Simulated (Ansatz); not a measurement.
The input, for Ansatz 0.2.0:

```yaml
crystal:
  periodic: [false, false, false]
  atoms:
    - {symbol: Cl, position_ang: [0.000000, 0.000000, 0.000000]}
    - {symbol: H, position_ang: [0.000000, 0.000000, 1.321200]}
basis:
  gaussian: {orbitals: cc-pVDZ}
total_charge: 1
magnetization: {spin_polarized: false, initial_magnetization: 1}
correlation: {active_space: {window: {electrons: 7, orbitals: 18}, states: [{multiplicity: 2, weights: [1, 1, 1, 1]}, {multiplicity: 4, weights: [1, 1]}], fixed_orbitals: true}}
```

```sh
$ ansatz run in.yaml --threads 1 --pin off --events-out ev --progress --plain --max-ram 2393MiB
```

**Question.** Roughly how long does this take on 1 thread of Intel Xeon, shared host, and how much host memory?

**Answer.** 22 s wall and 0.31 GiB.

```
405 factors; integrals over basis functions are off by at most 1.7e-7 eV
mean field evaluation 1: about -12507.6260 eV, gradient 1.0e1 eV
mean field evaluation 2: about -12507.6449 eV, gradient 1.0e1 eV
mean field evaluation 4: about -12507.9921 eV, gradient 6.8e-1 eV
mean field evaluation 8: about -12507.9948 eV, gradient 4.3e-4 eV
mean field evaluation 16: about -12507.9948 eV, gradient 1.3e-4 eV
mean field -12507.99480478 eV, -459.6603308523 hartree, gradient 2.1e-6 eV, S^2 0.750000; 2 other end points of the search recorded, 0 dependent functions left out
reference -12507.99480478 eV, -459.6603308523 hartree; 9, 8 occupied and 14, 15 virtual orbitals, 405 factors
state -12511.94300471 eV, -459.8054245237 hartree
state -12511.94001968 eV, -459.8053148256 hartree
state -12507.98524739 eV, -459.6599796246 hartree
state -12502.57677184 eV, -459.4612218143 hartree
state -12503.54765161 eV, -459.4969009878 hartree
state -12501.28509615 eV, -459.4137536082 hartree
Total energy: -12506.54629856 eV, -459.6070992307 hartree
```
